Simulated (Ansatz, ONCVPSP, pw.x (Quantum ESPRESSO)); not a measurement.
Which Mo potential is closest to all-electron in the bcc crystal?

All use PBE, scalar-relativistic, no spin, cutoffs from each file’s atomic test, pw.x 7.5; 15³ k-points, Fermi–Dirac smearing 0.01 Ry. Δ is the rms difference from all-electron LAPW of the E(V) curves that follow from fits to the pressures, over ±6 % in volume. Mesh and smearing are coarse and serve the comparison alone. The files are a selection: those with a ghost or negative overlap were mostly not run, and those with noisy or unconverged pressures or nearly equal Δ are left out.

All-electron: a0 = 3.162 Å (V0 = 15.80 Å³/atom), B0 = 259.2 GPa.

(1) Rank them by Δ, smallest first.
A. optimised norm-conserving Vanderbilt (ONCV), ONCVPSP 4.0.1.1 (patched build), PBE; core [Kr], reference 4d5 5s1; waves: 5s: rc 2.60 bohr, ncon 4, nbas 8, qcut 2.4 1/bohr, 2 projectors, debl 1.6 Ha; p scattering state at 0.28 Ha: rc 2.80 bohr, ncon 4, nbas 7, qcut 3 1/bohr, 2 projectors, debl 3.2 Ha; 4d: rc 1.70 bohr, ncon 5, nbas 9, qcut 6 1/bohr, 2 projectors, debl 2.4 Ha; local part: polynomial inside 1.55 bohr (lpopt 5, dvloc0 6 Ha); core correction: none. In the p channel the program set the typed energies aside and used 0.050, 3.250 Ha.
B. optimised norm-conserving Vanderbilt (ONCV), ONCVPSP 4.0.1.1 (patched build), PBE; core [Ar] 3d10, reference 4s2 4p6 4d5 5s1; waves: 4s+5s: rc 1.80 bohr, ncon 4, nbas 7, qcut 5.5 1/bohr, 2 projectors; 4p: rc 1.70 bohr, ncon 5, nbas 8, qcut 7.6 1/bohr, 2 projectors, debl 2.7 Ha; 4d: rc 1.75 bohr, ncon 4, nbas 7, qcut 5.4 1/bohr, 2 projectors, debl 4 Ha; local part: polynomial inside 1.60 bohr (lpopt 5, dvloc0 4 Ha); core correction: none.
C. optimised norm-conserving Vanderbilt (ONCV), ONCVPSP 4.0.1.1 (patched build), PBE; core [Ar] 3d10, reference 4s2 4p6 4d5 5s0.75 5p0.25; waves: 4s+5s: rc 1.60 bohr, ncon 4, nbas 8, qcut 8.7 1/bohr, 2 projectors; 4p+5p: rc 2.20 bohr, ncon 4, nbas 7, qcut 7.1 1/bohr, 2 projectors; 4d: rc 1.85 bohr, ncon 3, nbas 8, qcut 7 1/bohr, 2 projectors, debl 2.8 Ha; f scattering state at 0.31 Ha: rc 2.15 bohr, ncon 5, nbas 8, qcut 5.6 1/bohr, 1 projector; local part: polynomial inside 1.10 bohr (lpopt 4, dvloc0 0 Ha); core correction: none.

Answers

(1) C (1.5 meV/atom), B (4.4 meV/atom), A (10.0 meV/atom).
